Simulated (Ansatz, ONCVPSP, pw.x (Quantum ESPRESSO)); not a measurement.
## pw.x on diamond Os: one setting changed

Potential: optimised norm-conserving Vanderbilt (ONCV), ONCVPSP 4.0.1.1 (patched build), PBEsol; core [Kr] 4d10 4f14, reference 5s2 5p6 5d5; waves: 5s: rc 1.85 bohr, ncon 4, nbas 7, qcut 7.9 1/bohr, 2 projectors, debl 0.7 Ha; 5p: rc 1.70 bohr, ncon 4, nbas 8, qcut 9 1/bohr, 3 projectors, debl 3.6 Ha; 5d: rc 2.10 bohr, ncon 3, nbas 7, qcut 8 1/bohr, 3 projectors, debl 4 Ha; local part: polynomial inside 1.30 bohr (lpopt 5, dvloc0 0 Ha); core correction: polynomial model core, fcfact 0.15. In the s channel the program set the typed energies aside and used -4.494, 0.050 Ha.

The reference run (k-mesh 8³, cutoffs 70/280 Ry, Fermi–Dirac 0.01 Ry, mixing_beta 0.4, conv_thr 1e-9, no spin) gives -2.45 GPa at 20.823 Å³/atom, where all-electron LAPW gives 0.05 GPa. This run, with its own iteration cap, changes mixing_beta to 0.7.

```
&control
  calculation='scf', prefix='x', pseudo_dir='./', outdir='./tmp', tstress=.true., disk_io='none'
/
&system
  ibrav=0, nat=2, ntyp=1, ecutwfc=70, ecutrho=280, nbnd=26,
  occupations='smearing', smearing='fd', degauss=0.01
/
&electrons
  conv_thr=1e-09, mixing_beta=0.7, electron_maxstep=50
/
ATOMIC_SPECIES
Os 1.0 Os.UPF
CELL_PARAMETERS angstrom
  0.00000000 2.75115103 2.75115103
  2.75115103 0.00000000 2.75115103
  2.75115103 2.75115103 0.00000000
ATOMIC_POSITIONS crystal
Os 0.0000 0.0000 0.0000
Os 0.2500 0.2500 0.2500
K_POINTS automatic
8 8 8 0 0 0
```

```bash
pw.x < Os.scf.in > Os.scf.out
```

Question: How does the run end?

Answer: It converges in 9 iterations; the free energy moves by +0.0 meV/atom and the pressure by +0.00 GPa. The result is that of the reference run.

```
Message from routine setup:
     using ibrav=0 with symmetry is DISCOURAGED, use correct ibrav instead
     lattice parameter (alat)  =       7.3524  a.u.
     unit-cell volume          =     281.0411 (a.u.)^3
     number of electrons       =        32.00
     number of Kohn-Sham states=           26
     kinetic-energy cutoff     =      70.0000  Ry
     charge density cutoff     =     280.0000  Ry
     scf convergence threshold =      1.0E-09
     Exchange-correlation= PBESOL
     number of k points=    29  Fermi-Dirac smearing, width (Ry)=  0.0100
     iteration #  1     ecut=    70.00 Ry     beta= 0.70
     total energy              =    -386.28548879 Ry
     estimated scf accuracy    <      18.96417483 Ry
     iteration #  2     ecut=    70.00 Ry     beta= 0.70
     total energy              =    -392.27410048 Ry
     estimated scf accuracy    <       5.45736343 Ry
     iteration #  3     ecut=    70.00 Ry     beta= 0.70
     total energy              =    -393.31491255 Ry
     estimated scf accuracy    <       0.04465642 Ry
     [... 3 iterations left out ...]
     iteration #  7     ecut=    70.00 Ry     beta= 0.70
     total energy              =    -393.31995407 Ry
     estimated scf accuracy    <       0.00000005 Ry
     iteration #  8     ecut=    70.00 Ry     beta= 0.70
     total energy              =    -393.31995411 Ry
     estimated scf accuracy    <          1.1E-09 Ry
     iteration #  9     ecut=    70.00 Ry     beta= 0.70
     the Fermi energy is    15.6946 ev
!    total energy              =    -393.31995411 Ry
     estimated scf accuracy    <          3.6E-10 Ry
     smearing contrib. (-TS)   =      -0.00748547 Ry
     The total energy is F=E-TS. E is the sum of the following terms:
     one-electron contribution =    -142.36150993 Ry
     hartree contribution      =      82.51833351 Ry
     xc contribution           =     -68.21809088 Ry
     ewald contribution        =    -265.25120134 Ry
     convergence has been achieved in   9 iterations
          total   stress  (Ry/bohr**3)                   (kbar)     P=      -24.51
     Message from routine punch:
     Nothing written, as per user request (disk_io='none')
```

The run took about 31 s on one core of a shared host (Intel(R) Xeon(R) Platinum 8375C CPU @ 2.90GHz, 128 threads, 992 GiB, load 84).
